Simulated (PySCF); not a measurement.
**Shapes and spin states of S₄⁺**

Level of theory: PBE0/[S def2-TZVP], no relativity, density fitting, PySCF.

Relaxations began from a few typed shapes and spin states; open shells are unrestricted. The search is not exhaustive: other isomers or separated fragments can lie lower, and high-lying points may rest on an excited occupation.

Task: Which is the lowest minimum found?
A. quartet C2: S–S 1.868 Å (×2), S–S 2.465 Å; S–S–S 110.7° (×2)
B. doublet D4h: S–S 2.053 Å (×4); S–S–S 90.0° (×4)
C. quartet C2v: S–S 1.946 Å (×2), S–S 2.245 Å, S–S 2.541 Å; S–S–S 85.6° (×2), S–S–S 94.4° (×2)
D. doublet Cs: S–S 1.841 Å, S–S 1.955 Å, S–S 2.289 Å (×2); S–S–S 50.6°, S–S–S 64.7° (×2), S–S–S 117.1° (×2)
E. quartet C2h: S–S 1.864 Å (×2), S–S 2.535 Å; S–S–S 108.3° (×2)
F. quartet D2h: S–S 1.988 Å, S–S 2.237 Å (×4); S–S–S 52.8° (×2), S–S–S 63.6° (×4), S–S–S 127.2° (×2)
G. quartet D2h: S–S 1.937 Å (×2), S–S 2.388 Å (×2); S–S–S 90.0° (×4)
H. quartet D2d: S–S 1.968 Å (×2), S–S 2.620 Å (×4); S–S–S 44.1° (×4), S–S–S 67.9° (×8)

Result: B. The others lie at 49.6 (doublet Cs), 57.7 (quartet C2), 60.8 (quartet C2h, a saddle point), 104.2 (quartet C2v), 105.0 (quartet D2h, a saddle point), 259.0 (quartet D2d, a saddle point), 323.7 (quartet D2h, a saddle point) kJ/mol above it.
